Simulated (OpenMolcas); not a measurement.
**One shape, several levels: F2 (fluorine)**

Wanted: a comparison of 6 runs (HF/STO-3G, HF/3-21G, B2PLYP/cc-pVTZ, M06-2X/cc-pVTZ, PBE/cc-pVTZ, SVWN5/cc-pVTZ) of F2 (fluorine). 

Program for the calculation: OpenMolcas 26.06.

1 further run of the same task is left out (set aside as unsound or not needed).

## (1) The molecule

F2 has 2 atoms, charge 0, and is taken as a singlet. SMILES: `FF`. The shape is that of a PBE0-D4/def2-TZVP optimisation.

Bond lengths: F1–F2 1.376 Å.

## (2) Energy and gradient at HF/STO-3G (run 1)

Input file mol.xyz:

```xyz
2

F     -0.583900     0.212400    -0.295000
F      0.583900    -0.212400     0.295000
```

Input file mol.inp:

```
>>> EXPORT MOLCAS_PRINT=2

&GATEWAY
 BasLib=$CurrDir
 Coord=mol.xyz
 Basis=STO-3G
 Group=NoSym

&SEWARD

&SCF
 Thresholds=1e-10 1e-07 1e-07 1e-05
 PrOrbitals=1 2

&ALASKA
```

The basis set STO-3G is read from a file made from the Basis Set Exchange's data (not shown).

Run with:

```console
$ export MOLCAS_MEM=1860
$ pymolcas mol.inp > mol.log
```

Log:

```text
--- Start Module: gateway ---
[...]
--- Stop Module: gateway /rc=_RC_ALL_IS_WELL_ ---
[...]
      Basis functions           10
[...]
--- Start Module: scf ---
[...]
       Convergence after   8 Iterations
[...]
::    Total SCF energy                               -195.9756530946
[...]
      Total spin, S                                     0.0000000000
[...]
      Total electronic charge=   18.000000
      Total            charge=   -0.000000
[...]
      Dipole Moment (debye):
      Origin of the operator (angstrom)=    0.0000    0.0000    0.0000
                   X= -1.0723E-14               Y=  5.3616E-15               Z= -2.8219E-15           Total=  1.2317E-14
      Quadrupole Moment (debye*angstrom):
[...]
--- Stop Module: scf /rc=_RC_ALL_IS_WELL_ ---
--- Start Module: alaska ---
[...]
 *              Molecular gradients               *
 **************************************************
  Irreducible representation: a
 ------------------------------------------------------------------------------------------
                              X                       Y                       Z
 ------------------------------------------------------------------------------------------
  F1               -8.27732853636078E-02    3.01096862668837E-02   -4.18190087040049E-02
  F2                8.27732853636078E-02   -3.01096862668819E-02    4.18190087040049E-02
 ------------------------------------------------------------------------------------------
--- Stop Module: alaska /rc=_RC_ALL_IS_WELL_ ---
[...]
```

It took 1.1 s on 1 thread of Intel Xeon 6975P-C (Granite Rapids), shared host; peak memory 0.37 GiB.

## (3) Energy and gradient at HF/3-21G (run 2)

Input file struct.xyz:

```xyz
2

F     -0.583900     0.212400    -0.295000
F      0.583900    -0.212400     0.295000
```

Input file job.inp:

```
&GATEWAY
BasLib
$CurrDir
Coord
struct.xyz
Basis
3-21G
Group
NoSym
&SEWARD
&SCF
Thresholds
1e-10 1e-07 1e-07 1e-05
PrOrbitals
1 1
&ALASKA
```

The basis set 3-21G is read from a file made from the Basis Set Exchange's data (not shown).

Run with:

```console
$ export MOLCAS_MEM=1860
$ pymolcas job.inp > job.log
```

Log:

```text
--- Start Module: gateway ---
[...]
--- Stop Module: gateway /rc=_RC_ALL_IS_WELL_ ---
[...]
      Basis functions           18
[...]
--- Start Module: scf ---
[...]
       Convergence after   8 Iterations
[...]
::    Total SCF energy                               -197.6434281123
[...]
      Total spin, S                                     0.0000000000
[...]
      Total electronic charge=   18.000000
      Total            charge=   -0.000000
[...]
      Dipole Moment (debye):
      Origin of the operator (angstrom)=    0.0000    0.0000    0.0000
                   X=  0.0000E+00               Y= -3.1041E-15               Z=  7.0548E-15           Total=  7.7075E-15
      Quadrupole Moment (debye*angstrom):
[...]
--- Stop Module: scf /rc=_RC_ALL_IS_WELL_ ---
--- Start Module: alaska ---
[...]
 *              Molecular gradients               *
 **************************************************
  Irreducible representation: a
 ------------------------------------------------------------------------------------------
                              X                       Y                       Z
 ------------------------------------------------------------------------------------------
  F1                2.79466554969865E-02   -1.01659010576318E-02    1.41193070244956E-02
  F2               -2.79466554969865E-02    1.01659010576318E-02   -1.41193070244920E-02
 ------------------------------------------------------------------------------------------
--- Stop Module: alaska /rc=_RC_ALL_IS_WELL_ ---
[...]
```

Run time: 1.1 s. Hardware: 1 thread of Intel Xeon 6975P-C (Granite Rapids), shared host; peak memory 0.37 GiB.

Runs 3 to 4 aren't shown in full; the table further down has their settings and results.

## (4) Energy and gradient at PBE/cc-pVTZ (run 5)

Input file test.inp:

```
* F2 Kohn-Sham DFT
&GATEWAY
BasLib=$CurrDir
Coord
2
angstrom
F       -0.583900       0.212400      -0.295000
F        0.583900      -0.212400       0.295000
Basis=cc-pVTZ
Group=NoSym
&SEWARD
GridInput
Grid=UltraFine
End of Grid
&SCF
KSDFT=PBE
Thresholds=1e-10 1e-07 1e-07 1e-05
PrOrbitals=1 2
&ALASKA
```

The basis set cc-pVTZ is read from a file made from the Basis Set Exchange's data (not shown).

Run with:

```console
$ export MOLCAS_MEM=1860
$ pymolcas test.inp > test.log
```

Log:

```text
--- Start Module: gateway ---
[...]
--- Stop Module: gateway /rc=_RC_ALL_IS_WELL_ ---
[...]
      Basis functions           60
[...]
--- Start Module: scf ---
[...]
       Convergence after  10 Iterations
[...]
::    Total KS-DFT energy                            -199.4081423203
[...]
      Total spin, S                                     0.0000000000
[...]
      Total electronic charge=   18.000000
      Total            charge=   -0.000000
[...]
      Dipole Moment (debye):
      Origin of the operator (angstrom)=    0.0000    0.0000    0.0000
                   X=  6.5847E-11               Y= -2.4010E-11               Z=  3.3242E-11           Total=  7.7572E-11
      Quadrupole Moment (debye*angstrom):
[...]
--- Stop Module: scf /rc=_RC_ALL_IS_WELL_ ---
[...]
--- Start Module: alaska ---
[...]
 *              Molecular gradients               *
 **************************************************
  Irreducible representation: a
 ------------------------------------------------------------------------------------------
                              X                       Y                       Z
 ------------------------------------------------------------------------------------------
  F1                2.46160134268791E-02   -8.95434364095093E-03    1.24365883901500E-02
  F2               -2.46160134268791E-02    8.95434364095005E-03   -1.24365883901412E-02
 ------------------------------------------------------------------------------------------
--- Stop Module: alaska /rc=_RC_ALL_IS_WELL_ ---
[...]
```

It took 4.2 s on 1 thread of Intel Xeon 6975P-C (Granite Rapids), shared host; peak memory 0.39 GiB.

## (5) Energy and forces at SVWN5/cc-pVTZ (run 6)

Input file calc.inp:

```
* F2 Kohn-Sham DFT
>>> EXPORT MOLCAS_PRINT=2
&GATEWAY
BasLib = $CurrDir
Coord
2
angstrom
F       -0.583900       0.212400      -0.295000
F        0.583900      -0.212400       0.295000
Basis = cc-pVTZ
Group = NoSym
&SEWARD
GridInput
Grid=UltraFine
End of Grid
&SCF
KSDFT = SVWN5
Thresholds = 1e-10 1e-07 1e-07 1e-05
PrOrbitals = 1 1
&ALASKA
```

The basis set cc-pVTZ is read from a file made from the Basis Set Exchange's data (not shown).

Run with:

```console
$ export MOLCAS_MEM=1860
$ pymolcas calc.inp > calc.log
```

Log:

```text
--- Start Module: gateway ---
[...]
--- Stop Module: gateway /rc=_RC_ALL_IS_WELL_ ---
[...]
      Basis functions           60
[...]
--- Start Module: scf ---
[...]
       Convergence after  10 Iterations
[...]
::    Total KS-DFT energy                            -198.3275556698
[...]
      Total spin, S                                     0.0000000000
[...]
      Total electronic charge=   18.000000
      Total            charge=   -0.000000
[...]
      Dipole Moment (debye):
      Origin of the operator (angstrom)=    0.0000    0.0000    0.0000
                   X=  8.8772E-09               Y= -3.2317E-09               Z=  4.4909E-09           Total=  1.0460E-08
      Quadrupole Moment (debye*angstrom):
[...]
--- Stop Module: scf /rc=_RC_ALL_IS_WELL_ ---
[...]
--- Start Module: alaska ---
[...]
 *              Molecular gradients               *
 **************************************************
  Irreducible representation: a
 ------------------------------------------------------------------------------------------
                              X                       Y                       Z
 ------------------------------------------------------------------------------------------
  F1                6.43722197788854E-03   -2.34160978299647E-03    3.25223579355605E-03
  F2               -6.43722197788854E-03    2.34160978299558E-03   -3.25223579355605E-03
 ------------------------------------------------------------------------------------------
--- Stop Module: alaska /rc=_RC_ALL_IS_WELL_ ---
[...]
```

It took 3.3 s on 1 thread of Intel Xeon 6975P-C (Granite Rapids), shared host; peak memory 0.39 GiB.

## (6) Overview of the runs

```
run           level      task  frozen core orbitals  energy (Eh)  dipole moment (D)  HOMO energy (eV)  LUMO energy (eV)  wall time
  1       HF/STO-3G  gradient                     –  -195.975653               0.00            -12.63             10.38      1.1 s
  2        HF/3-21G  gradient                     –  -197.643428               0.00            -17.27              4.33      1.1 s
  3  B2PLYP/cc-pVTZ    energy                     2  -199.481269               0.00            -13.93             -0.71      3.3 s
  4  M06-2X/cc-pVTZ  gradient                     –  -199.514734               0.00            -13.94             -1.26      4.8 s
  5     PBE/cc-pVTZ  gradient                     –  -199.408142               0.00             -9.00             -4.83      4.2 s
  6   SVWN5/cc-pVTZ  gradient                     –  -198.327556               0.00             -9.24             -5.28      3.3 s
```

## (7) Results

| quantity | value |
| --- | --- |
| run 6: total energy | -198.32756 Eh |
| run 6: dipole moment | 0.00 D |
| run 6: HOMO energy | -9.24 eV |
| run 6: LUMO energy | -5.28 eV |
| run 6: HOMO–LUMO gap | 3.96 eV |
| run 6: largest force on an atom | 0.390 eV/Å |

The HOMO–LUMO gap runs from 3.96 eV (SVWN5/cc-pVTZ) to 23.01 eV (HF/STO-3G). The two ends differ in method and basis. For B2PLYP the log adds the whole second-order term; the table takes 0.27 of it, as the functional is defined. Totals of different functionals can't be ranked against each other. In run 1 the basis is minimal, so the values are rough. All runs together took 18 s, the longest 4.8 s.
